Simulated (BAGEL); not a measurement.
**One shape, several levels: triplet SiPH5F+**

We compute a comparison of 4 runs (ROHF/6-31G*, UHF/6-31G*, ROHF/def2-SVPD, UHF/def2-SVPD) of triplet SiPH5F+. 

The calculation is run with BAGEL 1.2.2.

2 further runs of the same task are left out: 1 that didn't finish, 1 set aside as unsound or not needed.

## (1) The structure to begin with

The species is SiPH5F+ (8 atoms), meant as a triplet with charge +1. As SMILES of the parent species, `F[SiH2][PH3+]`. The shape is that of a GFN2-xTB optimisation. That shape belongs to the parent species and isn't relaxed for this state.

Bond lengths: F1–Si2 1.586 Å, Si2–P3 2.356 Å, Si2–H4 1.449 Å, Si2–H5 1.449 Å, P3–H6 1.378 Å, P3–H7 1.376 Å, P3–H8 1.378 Å. Some angles: F1–Si2–P3 98.5°, F1–Si2–H4 109.4°, F1–Si2–H5 109.5°, P3–Si2–H4 104.5°, P3–Si2–H5 104.6°, Si2–P3–H6 117.4°, Si2–P3–H7 115.8°, Si2–P3–H8 117.2°, H4–Si2–H5 126.5°, H6–P3–H7 101.4°.

## (2) A single-point energy at ROHF/6-31G(d) (density fitting with qzvpp-jkfit, spherical functions) (run 1)

input.json

```json
{ "bagel" : [

{
  "title" : "molecule",
  "basis" : "6-31gs.json",
  "df_basis" : "qzvpp-jkfit",
  "angstrom" : true,
  "geometry" : [
    { "atom" : "F", "xyz" : [   -1.676460,    1.335290,   -0.121770 ] },
    { "atom" : "Si", "xyz" : [   -0.534500,    0.647880,   -0.981780 ] },
    { "atom" : "P", "xyz" : [    0.511240,   -0.571550,    0.741360 ] },
    { "atom" : "H", "xyz" : [   -1.120430,   -0.364300,   -1.837800 ] },
    { "atom" : "H", "xyz" : [    0.444450,    1.642860,   -1.370230 ] },
    { "atom" : "H", "xyz" : [    1.041920,    0.144780,    1.792720 ] },
    { "atom" : "H", "xyz" : [    1.590120,   -1.337250,    0.363260 ] },
    { "atom" : "H", "xyz" : [   -0.256330,   -1.497690,    1.414240 ] }
  ]
},
{ "title" : "rohf", "charge" : 1, "nopen" : 2 },
{ "title" : "print", "file" : "orbitals.molden", "orbitals" : true }

]}
```

The basis set 6-31G* is read from a file made from the Basis Set Exchange's data (not shown).

Command:

```bash
$ BAGEL_NUM_THREADS=1 BAGEL input.json > input.out
```

The log of the run:

```text
* using 1 threads per process

  ===============================================================
  ===============================================================

  *** Geometry ***

  { "atom" : "F", "xyz" : [     -3.168050,      2.523332,     -0.230112 ] },
  { "atom" : "Si", "xyz" : [     -1.010059,      1.224316,     -1.855295 ] },
  { "atom" : "P", "xyz" : [      0.966104,     -1.080073,      1.400967 ] },
  { "atom" : "H", "xyz" : [     -2.117306,     -0.688427,     -3.472939 ] },
  { "atom" : "H", "xyz" : [      0.839889,      3.104555,     -2.589359 ] },
  { "atom" : "H", "xyz" : [      1.968943,      0.273595,      3.387750 ] },
  { "atom" : "H", "xyz" : [      3.004891,     -2.527036,      0.686462 ] },
  { "atom" : "H", "xyz" : [     -0.484393,     -2.830224,      2.672526 ] },

  Number of auxiliary basis functions:      423

  Since a DF basis is specified, we compute 2- and 3-index integrals:
    o Being stored without compression. Storage requirement is 0.012 GB

  Number of basis functions:       60
  Number of electrons      :       43

    * METHOD: MOLECULE                             0.13

  *** Open-shell HF ***

  === Nuclear Repulsion ===
   161.8529350609

      * DIIS with orbital gradients will be used.

  === ROHF iteration (6-31gs.json) ===
      0       -731.27020191          0.04454385           0.06
      1       -731.38663285          0.03529403           0.06
      2       -731.43615014          0.02428365           0.06
      3       -731.47984796          0.00232575           0.06
      4       -731.48301694          0.00135575           0.06
      5       -731.48455442          0.00067589           0.06
      6       -731.48521026          0.00022282           0.06
      7       -731.48538562          0.00013222           0.06
      8       -731.48544360          0.00008277           0.06
      9       -731.48547141          0.00005982           0.06
     10       -731.48548189          0.00004419           0.06
     11       -731.48549215          0.00002866           0.06
     12       -731.48549623          0.00001356           0.06
     13       -731.48549555          0.00000531           0.06
     14       -731.48549455          0.00000174           0.06
     15       -731.48549443          0.00000091           0.06
     16       -731.48549439          0.00000056           0.06
     17       -731.48549437          0.00000034           0.06
     18       -731.48549436          0.00000021           0.06
     19       -731.48549435          0.00000014           0.06
     20       -731.48549435          0.00000011           0.06
     21       -731.48549435          0.00000008           0.06
     22       -731.48549435          0.00000005           0.06
     23       -731.48549435          0.00000003           0.06
     24       -731.48549435          0.00000002           0.06
     25       -731.48549435          0.00000002           0.06
     26       -731.48549435          0.00000001           0.06
     27       -731.48549435          0.00000001           0.06
    * SCF iteration converged.

    * S^2 (ROHF) is 2.0000

    * Permanent dipole moment:
           (   -1.459075,     1.185179,    -0.208587) a.u.

    * METHOD: ROHF                                 1.78

    * METHOD: PRINT                                0.01

  ===============================================================
```

Wall time 2.1 s (1 thread of Arm Neoverse V2, shared host); peak memory 0.082 GiB.

## (3) A single-point energy at UHF/6-31G(d) (density fitting with qzvpp-jkfit, spherical functions) (run 2)

input.json

```json
{ "bagel": [

{
  "title": "molecule",
  "basis": "6-31gs.json",
  "df_basis": "qzvpp-jkfit",
  "angstrom": true,
  "geometry": [
    { "atom": "F", "xyz": [      -1.676460,       1.335290,      -0.121770 ] },
    { "atom": "Si", "xyz": [      -0.534500,       0.647880,      -0.981780 ] },
    { "atom": "P", "xyz": [       0.511240,      -0.571550,       0.741360 ] },
    { "atom": "H", "xyz": [      -1.120430,      -0.364300,      -1.837800 ] },
    { "atom": "H", "xyz": [       0.444450,       1.642860,      -1.370230 ] },
    { "atom": "H", "xyz": [       1.041920,       0.144780,       1.792720 ] },
    { "atom": "H", "xyz": [       1.590120,      -1.337250,       0.363260 ] },
    { "atom": "H", "xyz": [      -0.256330,      -1.497690,       1.414240 ] }
  ]
},

{ "title": "uhf", "charge": 1, "nopen": 2 },

{ "title": "print", "file": "orbitals.molden", "orbitals": true }

]}
```

The basis set 6-31G* is read from a file made from the Basis Set Exchange's data (not shown).

Command:

```bash
$ BAGEL_NUM_THREADS=1 BAGEL input.json > input.out
```

The log of the run:

```text
* using 1 threads per process

  ===============================================================
  ===============================================================

  *** Geometry ***

  { "atom" : "F", "xyz" : [     -3.168050,      2.523332,     -0.230112 ] },
  { "atom" : "Si", "xyz" : [     -1.010059,      1.224316,     -1.855295 ] },
  { "atom" : "P", "xyz" : [      0.966104,     -1.080073,      1.400967 ] },
  { "atom" : "H", "xyz" : [     -2.117306,     -0.688427,     -3.472939 ] },
  { "atom" : "H", "xyz" : [      0.839889,      3.104555,     -2.589359 ] },
  { "atom" : "H", "xyz" : [      1.968943,      0.273595,      3.387750 ] },
  { "atom" : "H", "xyz" : [      3.004891,     -2.527036,      0.686462 ] },
  { "atom" : "H", "xyz" : [     -0.484393,     -2.830224,      2.672526 ] },

  Number of auxiliary basis functions:      423

  Since a DF basis is specified, we compute 2- and 3-index integrals:
    o Being stored without compression. Storage requirement is 0.012 GB

  Number of basis functions:       60
  Number of electrons      :       43

    * METHOD: MOLECULE                             0.13

  *** Open-shell HF ***

  === Nuclear Repulsion ===
   161.8529350609

      * DIIS with orbital gradients will be used.

  === UHF iteration (6-31gs.json) ===
      0       -731.27020191          0.04454385           0.06
      1       -731.39075779          0.03514416           0.06
      2       -731.44094705          0.02410569           0.06
      3       -731.48342445          0.00209249           0.06
      4       -731.48642595          0.00124719           0.06
      5       -731.48776351          0.00072488           0.06
      6       -731.48861858          0.00027553           0.06
      7       -731.48877033          0.00013688           0.06
      8       -731.48882348          0.00006730           0.06
      9       -731.48883739          0.00004578           0.06
     10       -731.48884227          0.00003388           0.06
     11       -731.48884740          0.00002348           0.06
     12       -731.48885042          0.00001534           0.06
     13       -731.48885171          0.00000953           0.06
     14       -731.48885211          0.00000466           0.06
     15       -731.48885221          0.00000205           0.06
     16       -731.48885222          0.00000132           0.06
     17       -731.48885222          0.00000070           0.06
     18       -731.48885222          0.00000041           0.06
     19       -731.48885222          0.00000025           0.06
     20       -731.48885222          0.00000016           0.06
     21       -731.48885222          0.00000013           0.06
     22       -731.48885222          0.00000010           0.06
     23       -731.48885222          0.00000008           0.06
     24       -731.48885223          0.00000005           0.06
     25       -731.48885223          0.00000003           0.06
     26       -731.48885223          0.00000002           0.06
     27       -731.48885223          0.00000002           0.06
     28       -731.48885223          0.00000001           0.06
     29       -731.48885223          0.00000001           0.06
    * SCF iteration converged.

    * S^2 (UHF) is 2.0096

    * Permanent dipole moment:
           (   -1.450225,     1.172665,    -0.183393) a.u.

    * METHOD: UHF                                  1.90

    * METHOD: PRINT                                0.01

  ===============================================================
```

It took 2.2 s on 1 thread of Arm Neoverse V2, shared host; peak memory 0.082 GiB.

Run 3 isn't shown in full; the table further down has it.

## (4) A single-point energy at UHF/def2-SVPD (density fitting with qzvpp-jkfit) (run 4)

hf.json

```json
{ "bagel" : [

{
  "title" : "molecule",
  "basis" : "def2-svpd.json",
  "df_basis" : "qzvpp-jkfit",
  "angstrom" : "true",
  "geometry" : [
    { "atom" : "F", "xyz" : [   -1.676460,    1.335290,   -0.121770 ] },
    { "atom" : "Si", "xyz" : [   -0.534500,    0.647880,   -0.981780 ] },
    { "atom" : "P", "xyz" : [    0.511240,   -0.571550,    0.741360 ] },
    { "atom" : "H", "xyz" : [   -1.120430,   -0.364300,   -1.837800 ] },
    { "atom" : "H", "xyz" : [    0.444450,    1.642860,   -1.370230 ] },
    { "atom" : "H", "xyz" : [    1.041920,    0.144780,    1.792720 ] },
    { "atom" : "H", "xyz" : [    1.590120,   -1.337250,    0.363260 ] },
    { "atom" : "H", "xyz" : [   -0.256330,   -1.497690,    1.414240 ] }
  ]
},
{ "title" : "uhf", "charge" : 1, "nopen" : 2 },
{ "title" : "print", "file" : "orbitals.molden", "orbitals" : "true" }

]}
```

The basis set def2-SVPD is read from a file made from the Basis Set Exchange's data (not shown).

Command:

```bash
$ BAGEL_NUM_THREADS=1 BAGEL hf.json > hf.out
```

The log of the run:

```text
* using 1 threads per process

  ===============================================================
  ===============================================================

  *** Geometry ***

  { "atom" : "F", "xyz" : [     -3.168050,      2.523332,     -0.230112 ] },
  { "atom" : "Si", "xyz" : [     -1.010059,      1.224316,     -1.855295 ] },
  { "atom" : "P", "xyz" : [      0.966104,     -1.080073,      1.400967 ] },
  { "atom" : "H", "xyz" : [     -2.117306,     -0.688427,     -3.472939 ] },
  { "atom" : "H", "xyz" : [      0.839889,      3.104555,     -2.589359 ] },
  { "atom" : "H", "xyz" : [      1.968943,      0.273595,      3.387750 ] },
  { "atom" : "H", "xyz" : [      3.004891,     -2.527036,      0.686462 ] },
  { "atom" : "H", "xyz" : [     -0.484393,     -2.830224,      2.672526 ] },

  Number of auxiliary basis functions:      423

  Since a DF basis is specified, we compute 2- and 3-index integrals:
    o Being stored without compression. Storage requirement is 0.042 GB

  Number of basis functions:      111
  Number of electrons      :       43

    * METHOD: MOLECULE                             0.16

  *** Open-shell HF ***

  === Nuclear Repulsion ===
   161.8529350609

      * DIIS with orbital gradients will be used.

  === UHF iteration (def2-svpd.json) ===
      0       -730.90024442          0.04034573           0.12
      1       -730.99683860          0.04112129           0.13
      2       -731.11711293          0.02789487           0.12
      3       -731.26100272          0.00268491           0.13
      4       -731.26812956          0.00169593           0.13
      5       -731.27114456          0.00107959           0.13
      6       -731.27342266          0.00051275           0.13
      7       -731.27395712          0.00028931           0.13
      8       -731.27418030          0.00017495           0.13
      9       -731.27424896          0.00009854           0.13
     10       -731.27426904          0.00004966           0.13
     11       -731.27427568          0.00003351           0.13
     12       -731.27427936          0.00002540           0.14
     13       -731.27428264          0.00001470           0.13
     14       -731.27428360          0.00000971           0.14
     15       -731.27428395          0.00000734           0.13
     16       -731.27428416          0.00000457           0.13
     17       -731.27428423          0.00000223           0.13
     18       -731.27428424          0.00000138           0.13
     19       -731.27428425          0.00000098           0.13
     20       -731.27428425          0.00000071           0.13
     21       -731.27428425          0.00000049           0.14
     22       -731.27428425          0.00000040           0.14
     23       -731.27428425          0.00000029           0.14
     24       -731.27428425          0.00000023           0.13
     25       -731.27428425          0.00000015           0.13
     26       -731.27428425          0.00000010           0.14
     27       -731.27428425          0.00000008           0.13
     28       -731.27428425          0.00000007           0.13
     29       -731.27428425          0.00000006           0.13
     30       -731.27428425          0.00000004           0.13
     31       -731.27428425          0.00000004           0.13
     32       -731.27428425          0.00000002           0.13
     33       -731.27428425          0.00000002           0.13
     34       -731.27428425          0.00000001           0.13
     35       -731.27428425          0.00000001           0.13
    * SCF iteration converged.

    * S^2 (UHF) is 2.0121

    * Permanent dipole moment:
           (   -1.432610,     1.174766,    -0.249271) a.u.

    * METHOD: UHF                                  4.86

    * METHOD: PRINT                                0.02

  ===============================================================
```

It took 5.4 s on 1 thread of Arm Neoverse V2, shared host; peak memory 0.13 GiB.

## (5) Overview of the runs

```tsv
run	level	energy (Eh)	⟨S²⟩	wall time
1	ROHF/6-31G* (density fitting with qzvpp-jkfit, spherical functions)	-731.485494	2.000	2.1 s
2	UHF/6-31G* (density fitting with qzvpp-jkfit, spherical functions)	-731.488852	2.010	2.2 s
3	ROHF/def2-SVPD (density fitting with qzvpp-jkfit)	-731.270361	2.000	5.1 s
4	UHF/def2-SVPD (density fitting with qzvpp-jkfit)	-731.274284	2.012	5.4 s
```

## (6) Summary of results

| quantity | value |
| --- | --- |
| run 4: total energy | -731.27428 Eh |
| run 4: ⟨S²⟩ | 2.012 |

**Reading.** Over the runs the total energy spans 5.945 eV. All runs together took 15 s, the longest 5.4 s.
